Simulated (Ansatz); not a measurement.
Geometry optimisation of C2H4S (`C=CS`).

```yaml
crystal:
  periodic: [false, false, false]
  atoms:
    - {symbol: C, position_ang: [-0.581420, 0.642830, -0.742560]}
    - {symbol: C, position_ang: [-0.070730, -0.021430, 0.278910]}
    - {symbol: S, position_ang: [1.337990, -1.075510, 0.127130]}
    - {symbol: H, position_ang: [-1.443180, 1.275000, -0.618650]}
    - {symbol: H, position_ang: [-0.158130, 0.576180, -1.729490]}
    - {symbol: H, position_ang: [-0.478370, 0.031420, 1.275020]}
    - {symbol: H, position_ang: [1.393860, -1.428500, 1.409640]}
basis:
  gaussian: {orbitals: def2-TZVP}
hamiltonian: {xc: pbe0, dispersion: d4}
relax: {f_tol: 0.005, max_steps: 150}
```

```sh
$ ansatz run in.yaml --threads 2 --pin off --events-out ev --progress --plain --max-ram 20480MiB --backend cpu
```

Shortened log:

```
Functional definition: PBE0
mean field -12968.48955410 eV, -476.5832007552 hartree, gradient 2.0e-5 eV, S^2 0.000000; 0 other end points of the search recorded, 0 dependent functions left out
relax step   1: F+E_penalty+E_count = -12968.58275133 eV  Δ(F+E_penalty+E_count) = +0.000e0 eV  max|allowed force component| = 5.003e-1 eV/Å  Δτ_max = 0.0000 Å  (27 SCF iters, accepted)
mean field -12968.49619456 eV, -476.5834447878 hartree, gradient 2.6e-5 eV, S^2 0.000000; 0 other end points of the search recorded, 0 dependent functions left out
relax step   2: F+E_penalty+E_count = -12968.58935227 eV  Δ(F+E_penalty+E_count) = -6.601e-3 eV  max|allowed force component| = 2.719e-1 eV/Å  Δτ_max = 0.0103 Å  (31 SCF iters, accepted)
mean field -12968.49858584 eV, -476.5835326656 hartree, gradient 2.6e-5 eV, S^2 0.000000; 0 other end points of the search recorded, 0 dependent functions left out
relax step   3: F+E_penalty+E_count = -12968.59178527 eV  Δ(F+E_penalty+E_count) = -2.433e-3 eV  max|allowed force component| = 3.337e-2 eV/Å  Δτ_max = 0.0115 Å  (31 SCF iters, accepted)
mean field -12968.49869940 eV, -476.5835368389 hartree, gradient 2.7e-5 eV, S^2 0.000000; 0 other end points of the search recorded, 0 dependent functions left out
relax step   4: F+E_penalty+E_count = -12968.59186202 eV  Δ(F+E_penalty+E_count) = -7.675e-5 eV  max|allowed force component| = 3.610e-2 eV/Å  Δτ_max = 0.0060 Å  (31 SCF iters, accepted)
mean field -12968.49880817 eV, -476.5835408359 hartree, gradient 2.7e-5 eV, S^2 0.000000; 0 other end points of the search recorded, 0 dependent functions left out
relax step   5: F+E_penalty+E_count = -12968.59197885 eV  Δ(F+E_penalty+E_count) = -1.168e-4 eV  max|allowed force component| = 7.256e-3 eV/Å  Δτ_max = 0.0033 Å  (31 SCF iters, accepted)
mean field -12968.49881371 eV, -476.5835410396 hartree, gradient 2.7e-5 eV, S^2 0.000000; 0 other end points of the search recorded, 0 dependent functions left out
relax step   6: F+E_penalty+E_count = -12968.59198206 eV  Δ(F+E_penalty+E_count) = -3.211e-6 eV  max|allowed force component| = 1.432e-3 eV/Å  Δτ_max = 0.0018 Å  (32 SCF iters, accepted)
mean field -12968.49881371 eV, -476.5835410396 hartree, gradient 2.7e-5 eV, S^2 0.000000; 1 other end points of the search recorded, 0 dependent functions left out
Total energy: -12968.59200573 eV, -476.5869657831 hartree
Atom 0 at    -0.577626     0.641308    -0.746607 Å, force    -0.000987     0.001432    -0.001355 eV/Å
Atom 1 at    -0.058210    -0.030212     0.272948 Å, force    -0.000019    -0.000842     0.001231 eV/Å
Atom 2 at     1.336474    -1.079344     0.131711 Å, force     0.000412    -0.000114     0.000222 eV/Å
Atom 3 at    -1.445031     1.271674    -0.597914 Å, force     0.000427     0.000118     0.000657 eV/Å
Atom 4 at    -0.164518     0.586979    -1.747537 Å, force     0.000294    -0.000704    -0.000080 eV/Å
Atom 5 at    -0.489917     0.041307     1.264660 Å, force    -0.000112    -0.000259    -0.000383 eV/Å
Atom 6 at     1.398847    -1.431723     1.422738 Å, force    -0.000015     0.000368    -0.000291 eV/Å
Dipole moment:    -0.111671     0.033593     0.218649 e Å
```

Run time 8.5 s (2 threads of an AMD EPYC 7R13 on a shared host); peak host memory 0.23 GiB.
